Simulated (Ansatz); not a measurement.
Cu3AsS4 (Pmn2₁, No. 31), treated with r²SCAN (Ansatz, a first-principles code, PAW).

Numerical settings: plane-wave cutoff 500 eV, 6×6×6 k mesh, Fermi–Dirac smearing 0.05 eV, no spin polarisation, scalar-relativistic PAW data made under PBE.

Cell (relaxed at this level):

```cif
data_As2Cu6S8
_chemical_formula_sum 'Cu6 As2 S8'
_space_group_name_H-M_alt 'Pmn21'
_space_group_IT_number 31
_space_group_name_Hall 'P 2ac -2'
_cell_length_a 7.37291
_cell_length_b 6.40838
_cell_length_c 6.12703
_cell_angle_alpha 90.000
_cell_angle_beta 90.000
_cell_angle_gamma 90.000
loop_
_space_group_symop_operation_xyz
  'x, y, z'
  '-x+1/2, -y, z+1/2'
  '-x, y, z'
  'x+1/2, -y, z+1/2'
loop_
_atom_site_label
_atom_site_type_symbol
_atom_site_symmetry_multiplicity
_atom_site_Wyckoff_symbol
_atom_site_fract_x
_atom_site_fract_y
_atom_site_fract_z
_atom_site_occupancy
Cu1 Cu 2 a 0.50000 0.15976 0.00455 1
Cu2 Cu 4 b 0.24935 0.67164 0.00915 1
As1 As 2 a 0.00000 0.17002 0.00260 1
S1 S 2 a 0.00000 0.17291 0.36927 1
S2 S 2 a 0.50000 0.15761 0.37644 1
S3 S 4 b 0.25095 0.66255 0.37927 1
```

Task: Estimate the band gap that the calculation returns.

Result: 
- band gap: 0.16 eV (on the SCF k mesh)

Measured, for comparison: band gap 1.24 eV (temperature not stated, no zero-point or thermal correction; as tabulated in Kim et al. (2020), doi:10.1038/s41597-020-00723-8).

Spin–orbit coupling is not included.

Computed values are for the static lattice.

Computing time: roughly 27 core-minutes.
